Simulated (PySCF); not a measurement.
A PySCF script (with the pyscf-properties extension) for the spin–spin couplings of `O=C([O-])[C@H]1CO1`, [C$_{3}$H$_{3}$O$_{3}$]-, on a PBE0-D3(BJ)/def2-SVP geometry:

```python
import basis_set_exchange as bse
import numpy as np
from pyscf import gto, dft
from pyscf.data import nist
from pyscf.prop import ssc

atoms = """
O     1.820027    1.138296   -0.751165
C     1.864849    0.193326    0.056138
O     2.826160   -0.324543    0.654960
C     0.494829   -0.422144    0.429916
C    -0.687355    0.443516    0.508431
O    -0.539262   -0.459635   -0.552277
H     0.535310   -1.312810    1.076130
H    -1.497593    0.222790    1.223387
H    -0.541326    1.499004    0.241471
"""
names = dict.fromkeys(["O", "C", "H"], "pcJ-1")
basis = {el: gto.basis.parse(bse.get_basis(n, elements=[el], fmt="nwchem")) for el, n in names.items()}
mol = gto.M(atom=atoms, basis=basis, charge=-1, verbose=0)
mf = dft.RKS(mol, xc="B3LYP")
mf.grids.level = 2
mf.grids.alignment = dft.numint.BLKSIZE   # the property module wants whole blocks of grid points
mf.conv_tol = 1e-9
mf.kernel()

sc = ssc.RKS(mf)
sc.with_fcsd = True   # Fermi contact and spin-dipole together
sc.max_cycle_cphf = 60
g = {"C": 1.4048236, "H": 5.58569468, "O": -0.757516}   # nuclear g factors of 13C, 1H, 17O
sc.nuc_pair = [(i, j) for i in range(mol.natm) for j in range(i + 1, mol.natm)
               if mol.atom_pure_symbol(i) in g and mol.atom_pure_symbol(j) in g]
K = sc.kernel()
unit = nist.HARTREE2J / nist.PLANCK * (0.5 * nist.E_MASS / nist.PROTON_MASS) ** 2
for (i, j), k in zip(sc.nuc_pair, K):
    a, b = mol.atom_pure_symbol(i), mol.atom_pure_symbol(j)
    J = unit * g[a] * g[b] * np.trace(k) / 3
    if abs(J) >= 1:
        print("%s%d %s%d %8.1f Hz" % (a, i, b, j, J))
```

Question: What does it print?

Answer: 
```
O0 C1     29.2 Hz
O0 O2     -5.3 Hz
O0 C3     -9.9 Hz
O0 C4     -1.2 Hz
O0 H6     -1.4 Hz
C1 O2     28.8 Hz
C1 C3     61.1 Hz
C1 O5     -2.0 Hz
C1 H6      5.6 Hz
C1 H8      1.3 Hz
O2 C3    -16.3 Hz
C3 C4     27.5 Hz
C3 O5     30.8 Hz
C3 H6    172.8 Hz
C3 H8     -1.8 Hz
C4 O5     28.2 Hz
C4 H7    166.6 Hz
C4 H8    185.8 Hz
O5 H6     -7.3 Hz
O5 H7     -6.1 Hz
O5 H8     -6.1 Hz
H6 H7      3.8 Hz
H6 H8      1.9 Hz
H7 H8     12.0 Hz
```

These numbers come from an equivalent density-fitted implementation of the same equations, which agrees with the script to about 0.1 Hz, so last digits may differ.

Size and cost of the density-fitted run: 192 basis functions, 29 s wall time on 1 thread of an Arm Neoverse V2, shared host.
